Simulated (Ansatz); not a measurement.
# SiH₄NCl: single points off equilibrium

The atoms stand at a structure displaced at random from a GFN2-xTB minimum. How far do the functionals agree with CCSD(T) there?

The runs use Ansatz 0.2.0, Gaussian basis; single points in def2-TZVPP.

Cores are frozen in the correlated methods.

### 1 The starting structure

7 atoms, charge 0, spin multiplicity 1.

Atoms are counted from 1 here; the program's logs count them from 0.

Bond lengths: N1–Si2 1.754 Å, N1–H4 0.962 Å, N1–H5 1.128 Å, Si2–Cl3 1.976 Å, Si2–H6 1.382 Å, Si2–H7 1.416 Å. Angles: Si2–N1–H4 128.4°, Si2–N1–H5 117.2°, H4–N1–H5 108.5°, N1–Si2–Cl3 106.1°, N1–Si2–H6 116.7°, N1–Si2–H7 102.1°, Cl3–Si2–H6 103.9°, Cl3–Si2–H7 113.7°, H6–Si2–H7 114.5°.

As a file:

```tsv
atom	x (Å)	y (Å)	z (Å)
N1	-0.7878	-0.0923	-0.6927
Si2	0.6278	0.1096	0.3239
Cl3	0.5434	-1.3303	1.6751
H4	-1.0443	0.4155	-1.4686
H5	-1.7210	-0.4928	-0.2028
H6	0.6911	1.2676	1.0760
H7	1.6841	-0.0452	-0.6058
```

### 2 CCSD(T)/def2-TZVPP

run/in.yaml

```yaml
crystal:
  periodic: [false, false, false]
  atoms:
    - {symbol: N, position_ang: [-0.787800, -0.092300, -0.692700]}
    - {symbol: Si, position_ang: [0.627800, 0.109600, 0.323900]}
    - {symbol: Cl, position_ang: [0.543400, -1.330300, 1.675100]}
    - {symbol: H, position_ang: [-1.044300, 0.415500, -1.468600]}
    - {symbol: H, position_ang: [-1.721000, -0.492800, -0.202800]}
    - {symbol: H, position_ang: [0.691100, 1.267600, 1.076000]}
    - {symbol: H, position_ang: [1.684100, -0.045200, -0.605800]}
basis:
  gaussian: {orbitals: def2-TZVPP}
correlation: {method: ccsd_t}
output: {forces: true}
```

No record of the launch command was kept for these runs.

### 3 PBE0-D4/def2-TZVPP

Changes to run/in.yaml since step 2:

```diff
@@ -12,3 +12,3 @@
   gaussian: {orbitals: def2-TZVPP}
-correlation: {method: ccsd_t}
-output: {forces: true}
+hamiltonian: {xc: pbe0, dispersion: d4}
+output: {forces: true, orbitals: {seedname: orbitals}}
```

### 4 wB97M-V/def2-TZVPP

Changes to run/in.yaml since step 3:

```diff
@@ -12,3 +12,3 @@
   gaussian: {orbitals: def2-TZVPP}
-hamiltonian: {xc: pbe0, dispersion: d4}
-output: {forces: true, orbitals: {seedname: orbitals}}
+hamiltonian: {xc: {name: wB97M-V}}
+output: {forces: true}
```

### 5 r2SCAN-D4/def2-TZVPP

Changes to run/in.yaml since step 4:

```diff
@@ -12,3 +12,3 @@
   gaussian: {orbitals: def2-TZVPP}
-hamiltonian: {xc: {name: wB97M-V}}
+hamiltonian: {xc: r2scan, dispersion: d4}
 output: {forces: true}
```

### 6 PBE-D4/def2-TZVPP

Changes to run/in.yaml since step 5:

```diff
@@ -12,3 +12,3 @@
   gaussian: {orbitals: def2-TZVPP}
-hamiltonian: {xc: r2scan, dispersion: d4}
+hamiltonian: {xc: pbe, dispersion: d4}
 output: {forces: true}
```

### 7 B97M-V/def2-TZVPP

Changes to run/in.yaml since step 6:

```diff
@@ -12,3 +12,3 @@
   gaussian: {orbitals: def2-TZVPP}
-hamiltonian: {xc: pbe, dispersion: d4}
+hamiltonian: {xc: {name: B97M-V}}
 output: {forces: true}
```

### 8 r2SCANh-D4/def2-TZVPP

Changes to run/in.yaml since step 7:

```diff
@@ -12,3 +12,3 @@
   gaussian: {orbitals: def2-TZVPP}
-hamiltonian: {xc: {name: B97M-V}}
+hamiltonian: {xc: {name: r2SCANh}, dispersion: d4}
 output: {forces: true}
```

(Steps that only read results are left out.)

**Question.** What will these runs give? Wanted: energy less free atoms, CCSD(T)/def2-TZVPP; RMS force component; RMS force error; HOMO and LUMO, PBE0-D4; T1 diagnostic.

As calculated:

```
                                  quantity                                                                                             value
energy less free atoms, CCSD(T)/def2-TZVPP                                                                                   -505.5 kcal/mol
                       RMS force component                                                              1.804 to 1.851 eV/Å over the methods
                           RMS force error  PBE0-D4 0.079, wB97M-V 0.040, r2SCAN-D4 0.062, PBE-D4 0.145, B97M-V 0.114, r2SCANh-D4 0.076 eV/Å
                    HOMO and LUMO, PBE0-D4                                                                                 -7.42 and 0.33 eV
                             T1 diagnostic                                                                                             0.009
```

**Reading.** Against CCSD(T) the functionals' energies less atoms differ by -20.1 to -11.0 kcal/mol, PBE-D4 by -17.4 kcal/mol. CCSD(T) in triple zeta still lacks some correlation energy of the bonds, so part of these gaps is its own basis error and they don't rank the functionals. The forces of wB97M-V come nearest to CCSD(T), those of PBE-D4 are farthest. Frozen-core CCSD(T) forces in triple zeta carry basis errors of their own, and this is one geometry, so small gaps rank nothing.
